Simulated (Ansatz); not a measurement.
We consider hcp Zr, described by BLYP (plane waves, PAW; Ansatz, a program for electronic structure).

Settings: plane-wave cutoff 520 eV, 18×18×12 k mesh (along the axes of the cell as run), Fermi–Dirac smearing 0.05 eV, scalar-relativistic PAW data made under PBE.

Properties against volume:

Shape and atoms are relaxed at each volume.

```tsv
V (Å³/atom)	P (GPa)	c (Å)	a (Å)
23.201	3.86	5.172	3.219
23.684	1.85	5.199	3.243
24.168	0.00	5.228	3.267
24.651	-1.70	5.259	3.290
25.134	-3.24	5.287	3.313
```

Note: the bulk modulus comes from volumes at which shape and atoms were relaxed.
